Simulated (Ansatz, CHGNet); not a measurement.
# Elastic constant C33 of hcp Tl: levels of theory against measurement

Reference value: 52.8 GPa (measured, 300 K, no zero-point or thermal correction; as tabulated in Elastic Constants of Thallium Single Crystals in the Temperature Range 4.2-300 …).

```json
[
 {"level (code)": "CHGNet-r²SCAN", "value (GPa)": "32.5", "cell (Å³/atom)": "29.99"},
 {"level (code)": "LDA (Ansatz)", "value (GPa)": "[?]", "cell (Å³/atom)": "27.29"},
 {"level (code)": "PBE (Ansatz)", "value (GPa)": "41.1", "cell (Å³/atom)": "31.43"},
 {"level (code)": "r²SCAN (Ansatz)", "value (GPa)": "46.4", "cell (Å³/atom)": "30.14"}
]
```

Problem. Complete the blanks.

Solution. 
- LDA (Ansatz, a program for electronic structure), value (GPa): 63.6

Differences against the reference: CHGNet-r²SCAN -38 %, LDA +20 %, PBE -22 %, r²SCAN -12.1 %.

The reference is not for a static lattice or low temperature, so close values are not ranked against it. Off by more than 25 %, or 35 % on the side where a correction would as a rule narrow the miss (bounds picked here): CHGNet-r²SCAN (-38 %).

The measured value isn't corrected to a static lattice, so vibrations enter the comparison. A static lattice is as a rule stiffer than a warm one, by over a tenth in soft solids.  Density-functional levels without +SOC have no spin–orbit coupling. Each level is taken at its own relaxed cell. Cutoffs differ between the levels. Ansatz's density-functional and Hartree–Fock values are scalar-relativistic unless marked +SOC, with PAW data made under PBE.

Machine-learned potentials (CHGNet-r²SCAN) are trained on DFT data: a solid inside that data is no test of them.

Differences are worked out from the printed values.
